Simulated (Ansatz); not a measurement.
Input and command of a calculation in Ansatz (plane waves; scalar-relativistic PAW potentials unless the input names others):

```yaml
crystal:
  lattice:
    - [2.9800360184, 0.0, 0.0]
    - [-1.4900180092, 2.5807868961, 0.0]
    - [0.0, 0.0, 3.9074639566]
  atoms:
    - { symbol: Ag, position: [0.0, 0.0, 0.0] }
    - { symbol: B, position: [0.3333333333, 0.6666666667, 0.5] }
    - { symbol: B, position: [0.6666666667, 0.3333333333, 0.5] }
basis:
  ecutwfc: 420
kpoints:
  mp_grid: { grid: [18, 18, 10] }
hamiltonian:
  xc: lda
  hubbard: { sites: [{ species: B, l: f, u_eff: 30.0 }] }
scf:
  occupations: { method: gaussian, width: 0.1 }
  max_iter: 100
output:
  forces: true
  eigenvalues: true
  stress: true
```

```bash
ansatz run input.yaml --threads 1 --pin off --max-ram 2560MiB --backend cpu --events-out ev --progress --plain --runs-dir out
```

Problem. What is wrong with this input?

Solution. The program refuses it, because of a U on a shell that isn't there (hamiltonian.hubbard: not typed → {"sites": [{"species": "B", "l": "f", "u_eff": 30.0}]}). Without that key it is accepted.

Abridged log:
```
Error: inconsistent input (hamiltonian.hubbard.sites[].l, hamiltonian.hubbard.sites[].shell): the file of B doesn't list 4f, and it can't be added: PBE doesn't bind the shell 4f of the free atom, whose level lies at +1.10 eV. Type an atom or ion with it (hamiltonian.pseudopotentials.projection_atoms), take another file or name another shell
```